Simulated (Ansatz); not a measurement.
Relaxation of BClH5P (8 atoms, charge 0, multiplicity 1), to a largest force component of 0.03 eV/Å in at most 50 steps.

Method: RKS PBE0-D4/def2-SVP (Ansatz).

```xyz
8
Properties=species:S:1:pos:R:3
B 0.118 -0.530 -0.241
Cl -0.200 0.546 2.607
H 1.123 0.124 -0.348
H -0.960 -0.072 -0.518
P 0.228 -2.298 0.448
H -0.730 -3.016 -0.313
H 1.426 -2.808 -0.117
H -0.090 -0.782 2.558
```

Where does it end, and by what steps?

The run converged. After 6 steps the energy has fallen by 0.031 eV; Cl2 moved furthest, 0.31 Å.

```
step  energy less start (eV)  largest force component (eV/Å)  accepted
   0                  0.0000                           1.042       yes
   1                 -0.0102                           0.700       yes
   2                 -0.0101                           0.822        no
   3                 -0.0178                           0.588       yes
   4                 -0.0249                           0.379       yes
   5                 -0.0291                           0.222       yes
   6                 -0.0312                           0.022       yes
```

```xyz
8
Properties=species:S:1:pos:R:3
B 0.132 -0.538 -0.364
Cl -0.230 0.482 2.914
H 1.135 0.121 -0.463
H -0.948 -0.077 -0.633
P 0.228 -2.235 0.412
H -0.745 -3.027 -0.247
H 1.428 -2.819 -0.066
H -0.086 -0.744 2.524
```

The run took 11 s on 2 threads of Arm Neoverse V1 (shared host), peak memory 0.14 GiB.
